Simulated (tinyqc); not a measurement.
Inside a calculation. Method: CIS on RHF in the sto-6g basis, frozen core, for LiH, spin multiplicity 1. One step of it, computed by the program tinyqc.

Question. CIS matrix, singlets. A(ia,jb) = (e_a - e_i) d_ij d_ab + 2 (ia|jb) - (ij|ab).

orbital energies (hartree): MO1 -2.386606, MO2 -0.288386, MO3 0.078838, MO4 0.162666, MO5 0.162666, MO6 0.555955

Two-electron integrals over orbitals (pq|rs), unique and non-zero (hartree); the lowest 1 orbital is frozen and left out:
```
(22|22) 0.492273    (32|22) -0.046580   (32|32) 0.011951    (33|22) 0.223626
(33|32) 0.006879    (33|33) 0.339745    (42|42) 0.023192    (43|42) 0.019004
(43|43) 0.041392    (44|22) 0.271554    (44|32) 0.005403    (44|33) 0.282600
(44|44) 0.313125    (52|52) 0.023192    (53|52) 0.019004    (53|53) 0.041392
(54|54) 0.016875    (55|22) 0.271554    (55|32) 0.005403    (55|33) 0.282600
(55|44) 0.279374    (55|55) 0.313125    (62|22) 0.129916    (62|32) -0.033178
(62|33) -0.012696   (62|44) -0.015025   (62|55) -0.015025   (62|62) 0.124912
(63|22) -0.049991   (63|32) 0.008161    (63|33) 0.035524    (63|44) 0.001393
(63|55) 0.001393    (63|62) -0.030238   (63|63) 0.025214    (64|42) -0.019614
(64|43) -0.014087   (64|64) 0.020002    (65|52) -0.019614   (65|53) -0.014087
(65|65) 0.020002    (66|22) 0.457455    (66|32) -0.041299   (66|33) 0.241258
(66|44) 0.269248    (66|55) 0.269248    (66|62) 0.136749    (66|63) -0.042657
(66|66) 0.456669
```

Give: CIS matrix A, singlet.

Answer.

CIS matrix A, singlet (hartree):
```
         2>3     2>4     2>5      2>6
2>3   0.1675  0.0000  0.0000  -0.0164
2>4   0.0000  0.2259  0.0000   0.0000
2>5   0.0000  0.0000  0.2259   0.0000
2>6  -0.0164  0.0000  0.0000   0.6367
```
